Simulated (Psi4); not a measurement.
**SiHClO (SMILES O[Si]Cl): a chain of runs**

Aim: a geometry optimisation (PBEh-3c/def2-mSVP), then the harmonic vibrations, then a single-point energy (MP2/cc-pVTZ) of SiHClO. 

Program for the calculation: Psi4 1.11.

### Step 1. The structure to begin with

SiHClO has 4 atoms, charge 0, and is taken as a singlet. SMILES: `O[Si]Cl`. Geometry: relaxed at PBE0-D4/def2-TZVP. The run starts from this shape.

Bond lengths: O1–Si2 1.637 Å, Si2–Cl3 2.110 Å, O1–H4 0.963 Å. Angles: O1–Si2–Cl3 101.3°, Si2–O1–H4 120.4°.

### Step 2. A geometry optimisation at PBEh-3c/def2-mSVP (density fitting) (run 1)

input.in reads:

```
memory 1600 mb

molecule {
  0 1
  O
  Si 1 R2
  Cl 2 R3 1 A3
  H 1 R4 2 A4 3 D4

  R2 = 1.636709
  R3 = 2.110468
  A3 = 101.28075
  R4 = 0.962827
  A4 = 120.37708
  D4 = -0.02597
  units angstrom
}

set geom_maxiter 60

result, w = opt("pbeh-3c", return_wfn=True)
```

Started as:

```bash
$ psi4 -i input.in -o input.out -n 1
```

input.out, cut to the lines that bear on the results:

```text
[...]
  Running in c1 symmetry.
[...]
  Nuclear repulsion =  131.427830929317338
[...]
  Multiplicity = 1
[...]
  Nalpha       = 20
  Nbeta        = 20
[...]
    Number of basis functions: 53
[...]
   @DF-RKS iter   1:  -824.45265209012939   -3.80051e-01   1.02409e-02 ADIIS/DIIS
[...]
   @DF-RKS iter   7:  -824.56292202167288   -3.41061e-13   2.98311e-09 DIIS
[...]
    Orbital Energies [Eh]
    ---------------------
    Doubly Occupied:
       1A   -102.288552     2A    -66.806748     3A    -19.526495
       4A     -9.757266     5A     -7.441782     6A     -7.438430
       7A     -7.437393     8A     -5.575410     9A     -3.866553
      10A     -3.865483    11A     -3.861512    12A     -1.137139
      13A     -0.904026    14A     -0.644804    15A     -0.517820
      16A     -0.440986    17A     -0.438922    18A     -0.380480
      19A     -0.374691    20A     -0.307825
[...]
  @DF-RKS Final Energy:  -824.56292202167288
   => Energetics <=
    Nuclear Repulsion Energy =            131.0831747582691094
    One-Electron Energy =               -1401.7340763595570934
    Two-Electron Energy =                 479.7455383521443082
    DFT Exchange-Correlation Energy =     -33.6600896408774091
    Empirical Dispersion Energy =           0.0025308683483241
    VV10 Nonlocal Energy =                  0.0000000000000000
    Total Energy =                       -824.5629220216728754
[...]
 Multipole Moments:
 ------------------------------------------------------------------------------------
     Multipole            Electronic (a.u.)      Nuclear  (a.u.)        Total (a.u.)
 ------------------------------------------------------------------------------------
 L = 1.  Multiply by 2.5417464519 to convert [e a0] to [Debye]
 Dipole X            :         -0.0000014            0.0000100            0.0000087
 Dipole Y            :         -1.2171796            1.1801248           -0.0370548
 Dipole Z            :          1.9170377           -2.3893380           -0.4723003
 Magnitude           :                                                    0.4737517
[...]
  -Total Gradient:
     Atom            X                  Y                   Z
    ------   -----------------  -----------------  -----------------
       1       -0.000000278839     0.000076275262    -0.000357506349
       2        0.000000155788     0.000050223550     0.000140128577
       3       -0.000000075654     0.000019809938    -0.000018162634
       4        0.000000194899    -0.000019721413     0.000024533354
[...]
    Final optimized geometry and variables:
    Molecular point group: c1
    Full point group: C1
    Geometry (in Angstrom), charge = 0, multiplicity = 1:
    O
    SI            1          R2
    CL            2          R3      1          A3
    H             1          R4      2          A4      3          D4
    A3        =  100.9813140854
    A4        =  122.1401974524
    D4        =   -0.0007540086
    R2        =    1.6443997741
    R3        =    2.1137046109
    R4        =    0.9625172846
[...]
```

Standard output:

```text
Optimizer: Optimization complete!
```

It took 8.1 s on 1 thread of Intel Xeon 6975P-C (Granite Rapids), shared host; peak memory 0.36 GiB.

The path in brief:

```tsv
step	energy from the first frame kept (eV)	largest force (eV/Å)
0	0.0000	0.3538
1	-0.0025	0.0472
2	-0.0027	0.0341
3	-0.0027	0.0188
```

After the run. Bond lengths: O1–Si2 1.644 Å, Si2–Cl3 2.114 Å, O1–H4 0.963 Å. Angles: O1–Si2–Cl3 101.0°, Si2–O1–H4 122.1°.

### Step 3. The harmonic vibrations at PBEh-3c/def2-mSVP (density fitting) (run 2)

clhosi.xyz reads:

```xyz
4
ClHOSi
O     -0.914199     0.450756    -0.308962
Si    -0.434355    -0.794970     0.651229
Cl     1.664233    -0.697509     0.418474
H     -0.285491     0.996756    -0.791713
```

run.py reads:

```python
import psi4

psi4.set_memory(1600000000)
psi4.set_num_threads(1)
psi4.core.set_output_file('run.log', False)

with open('clhosi.xyz') as f:
    atoms = ''.join(f.readlines()[2:])
geom = psi4.geometry('0 1\n' + atoms + '')

psi4.set_options(dict(t=400.0, rotational_symmetry_number=1))

e_tot, wfn = psi4.frequencies('PBEH-3C', return_wfn=True)
print(f'PBEH-3C energy: {e_tot:.10f} Eh')
print('wavenumbers / cm^-1:', wfn.frequencies().np.round(1))
```

Started as:

```bash
$ python run.py
```

run.log, cut to the lines that bear on the results:

```text
[...]
  Running in c1 symmetry.
[...]
  Nuclear repulsion =  131.083200392160933
[...]
  Multiplicity = 1
[...]
  Nalpha       = 20
  Nbeta        = 20
[...]
    Number of basis functions: 53
[...]
   @DF-RKS iter   1:  -824.45241538487505   -3.92144e-01   1.02529e-02 DIIS/ADIIS
[...]
   @DF-RKS iter  11:  -824.56292026760048   -1.93268e-12   3.92948e-09 DIIS
[...]
  @DF-RKS Final Energy:  -824.56292026760048
   => Energetics <=
    Nuclear Repulsion Energy =            131.0737939091889643
    One-Electron Energy =               -1401.7179835602607909
    Two-Electron Energy =                 479.7384647225915160
    DFT Exchange-Correlation Energy =     -33.6597264547663997
    Empirical Dispersion Energy =           0.0025311156464264
    VV10 Nonlocal Energy =                  0.0000000000000000
    Total Energy =                       -824.5629202676003615
[...]
  -Total Gradient:
     Atom            X                  Y                   Z
    ------   -----------------  -----------------  -----------------
       1       -0.000982244947    -0.000478322691     0.000526070678
       2       -0.000039085172    -0.000186318349     0.000113968896
       3       -0.000029540961     0.000026817270    -0.000000844866
       4        0.000868050591     0.000773615779    -0.000733302102
[...]
  ==> Harmonic Vibrational Analysis <==
[...]
  Freq [cm^-1]                 274.3374            500.5666            539.4396
[...]
  IR activ [km/mol]            22.4069             114.5189            189.7573
[...]
  Freq [cm^-1]                 819.3446            932.1393           3916.1754
[...]
  IR activ [km/mol]            258.7435            80.5581             102.1943
[...]
  Total E_0, Enthalpy at 0 [K]                                                         -824.54701585 [Eh]
[...]
  Total H, Enthalpy at  400.00 [K]                                                     -824.53998155 [Eh]
[...]
  Total G, Gibbs energy at  400.00 [K]                                                 -824.58494540 [Eh]
[...]
```

The script printed:

```text
Warning: used thermodynamics relations inappropriate for low-frequency modes: ['274.3374' '500.5666' '539.4396']
PBEH-3C energy: -824.5629220214 Eh
wavenumbers / cm^-1: [ 274.3  500.6  539.4  819.3  932.1 3916.2]
```

It took 34 s on 1 thread of Intel Xeon 6975P-C (Granite Rapids), shared host; peak memory 0.35 GiB.

### Step 4. The energy at MP2/cc-pVTZ (density fitting, density fitting for correlation) (run 3)

job.dat reads:

```
memory 1.6 GB

molecule {
  0 1
  O     -1.72758573     0.85180539    -0.58385356
  Si    -0.82081199    -1.50227558     1.23064445
  Cl     3.14494458    -1.31810098     0.79080125
  H     -0.53949980     1.88359585    -1.49612074
  units bohr
}

set {
  basis       cc-pVTZ
  freeze_core true
}

e_tot = energy('mp2')
```

Started as:

```bash
$ psi4 -i job.dat -o job.out -n 1
```

job.out, cut to the lines that bear on the results:

```text
[...]
  Running in c1 symmetry.
[...]
  Nuclear repulsion =  131.083200469653974
[...]
  Multiplicity = 1
[...]
  Nalpha       = 20
  Nbeta        = 20
[...]
    Number of basis functions: 112
[...]
   @DF-RHF iter   1:  -823.93264277069875   -7.08700e-01   4.12020e-03 DIIS/ADIIS
[...]
   @DF-RHF iter  11:  -824.01441507550101   -1.59162e-11   7.19182e-09 DIIS
[...]
    Orbital Energies [Eh]
    ---------------------
    Doubly Occupied:
       1A   -104.824971     2A    -68.851141     3A    -20.586990
       4A    -10.551934     5A     -8.018115     6A     -8.017335
       7A     -8.017140     8A     -6.191024     9A     -4.292813
      10A     -4.292465    11A     -4.291396    12A     -1.368513
      13A     -1.089320    14A     -0.765210    15A     -0.631540
      16A     -0.554125    17A     -0.548544    18A     -0.471003
      19A     -0.467409    20A     -0.372273
[...]
  @DF-RHF Final Energy:  -824.01441507550101
   => Energetics <=
    Nuclear Repulsion Energy =            131.0832004696539741
    One-Electron Energy =               -1401.7887100316834221
    Two-Electron Energy =                 446.6910944865284137
    Total Energy =                       -824.0144150755010060
[...]
 Multipole Moments:
 ------------------------------------------------------------------------------------
     Multipole            Electronic (a.u.)      Nuclear  (a.u.)        Total (a.u.)
 ------------------------------------------------------------------------------------
 L = 1.  Multiply by 2.5417464519 to convert [e a0] to [Debye]
 Dipole X            :          1.6885881           -1.8239381           -0.1353500
 Dipole Y            :         -1.2921759            1.5811599            0.2889840
 Dipole Z            :          0.9081136           -1.1290750           -0.2209614
 Magnitude           :                                                    0.3881434
[...]
```

Wall time 2 s (1 thread of Intel Xeon 6975P-C (Granite Rapids), shared host); peak memory 0.32 GiB.

### Step 5. Summary of results

| quantity | value |
| --- | --- |
| run 1, PBEh-3c/def2-mSVP: total energy at the end | -824.56292 Eh |
| run 1, PBEh-3c/def2-mSVP: dipole moment | 1.20 D |
| run 1, PBEh-3c/def2-mSVP: HOMO energy | -8.38 eV |
| run 1, PBEh-3c/def2-mSVP: LUMO energy | -1.40 eV |
| run 1, PBEh-3c/def2-mSVP: HOMO–LUMO gap | 6.97 eV |
| run 2, PBEh-3c/def2-mSVP: lowest harmonic wavenumber | 274 cm⁻¹ |
| run 2, PBEh-3c/def2-mSVP: highest harmonic wavenumber | 3916 cm⁻¹ |
| run 2, PBEh-3c/def2-mSVP: zero-point energy | 41.8 kJ/mol |
| run 2, PBEh-3c/def2-mSVP: ideal-gas entropy at 400 K (symmetry number 1 as used) | 70.5 cal/(mol K) |
| run 3, MP2/cc-pVTZ: total energy | -824.54190 Eh |
| run 3, MP2/cc-pVTZ: HOMO energy (Hartree–Fock orbitals) | -10.13 eV |
| run 3, MP2/cc-pVTZ: LUMO energy (Hartree–Fock orbitals) | 1.17 eV |
| run 3, MP2/cc-pVTZ: HOMO–LUMO gap (Hartree–Fock orbitals) | 11.30 eV |
| run 3, MP2/cc-pVTZ: correlation energy (11 core orbitals frozen) | -527.5 mEh |

In words: The optimisation (run 1, PBEh-3c/def2-mSVP) took 4 steps and changed the energy by -0.003 eV. All 6 modes (run 2, PBEh-3c/def2-mSVP) are real, so the shape is a minimum at this level.
